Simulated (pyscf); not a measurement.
Thermochemistry of product channels of `[CH][F]` [singlet] + `[Cl][Cl]` on the singlet surface, in kcal/mol, from CCSD(T)/def2-TZVPP + ΔMP2(QZVPP) energies (ideal gas, 1 atm, RRHO with modes under 100 cm⁻¹ raised to 100, one conformer, R ln 2 for rigid chiral ones). Structures and frequencies: ωB97X-D3(BJ)/def2-SVP in PySCF. MP2 and CC: frozen core, UHF for open shells. ΔMP2 is the change of the MP2 total energy from the triple- to the quadruple-zeta basis.

| products | ΔE | ΔH(298 K) | ΔG(298 K) | ΔG(1200 K) |
|---|---|---|---|---|
| `[F][CH]([Cl])[Cl]` | -106.4 | -102.7 | -91.7 | -58.5 |
| `[F][Cl]` + `[CH][Cl]` [singlet] | +28.2 | +27.8 | +27.4 | +25.9 |
| `[F][C][Cl]` [singlet] + `[ClH]` | -49.7 | -50.3 | -50.3 | -50.6 |

These are energies of the channels, which say nothing of barriers. 2 of the closed-shell references are unstable towards spin polarisation; treat their single-reference values with care. The CCSD(T) − MP2 part came from Ansatz, without density fitting, on the same reference.
